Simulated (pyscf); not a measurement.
6 transition-metal steps of one kind (elimination, closed-shell): reaction energy in kJ/mol, from the separated reactants or the lowest minimum found. PySCF, gas phase, ωB97X-D3(BJ)/def2-SVP geometries. Functionals in def2-TZVP; the last column is ωB97M-D3(BJ)/def2-TZVP. Rows were drawn at random from the steps of this kind and element class whose saddle was verified and whose references are stable.

```csv
step,PBE,B3LYP-D3(BJ),PBE0-D3(BJ),ωB97M-D3(BJ)
H₃C–CH(CH₃)–O–Ti(OH)(OH)–OH → HO–Ti(OH)(OH)–OH + H₂C=CH–CH₃,+74.9,+82.1,+97.0,+82.4
H₃C–CH₂–Cd–CH₂–CH₃ → H₃C–CH₂–CdH + H₂C=CH₂,+106.8,+98.9,+119.9,+100.6
HO–Nb(Cl)(Cl)(Cl)–Cl → O=Nb(Cl)(Cl)–Cl + HCl,___,+31.2,+33.5,+15.1
HO–W(F)(F)(F)(F)–F → O=W(F)(F)(F)–F + HF,+47.6,+50.6,+49.9,+44.4
H₃C–CH₂–O–Sc(OH)–OH → HO–Sc(OH)–OH + H₂C=CH₂,___,+75.2,+93.3,+74.7
H₃C–CH₂–O–Ti(OH)(OH)–OH → HO–Ti(OH)(OH)–OH + H₂C=CH₂,+78.5,+79.4,+96.1,+77.8
```

### Question
What belongs in the gaps?

### Answer

- HO–Nb(Cl)(Cl)(Cl)–Cl → O=Nb(Cl)(Cl)–Cl + HCl, PBE: +21.4
- H₃C–CH₂–O–Sc(OH)–OH → HO–Sc(OH)–OH + H₂C=CH₂, PBE: +79.2

Differences from the last column (kJ/mol): PBE: mean +2.2, median +3.8, mean size 4.7, lower in 1 of 6; B3LYP-D3(BJ): mean +3.7, median +1.1, mean size 4.4, lower in 2 of 6; PBE0-D3(BJ): mean +15.8, median +18.3, mean size 15.8, lower in 0 of 6. PBE is closest for row 6 (0.7 kJ/mol apart) and farthest for row 1 (7.4 kJ/mol). PBE, r²SCAN and M06-2X carry no added dispersion term. The last column is a level with limits of its own. Elements past Kr carry the def2 core potentials, without spin-orbit coupling.
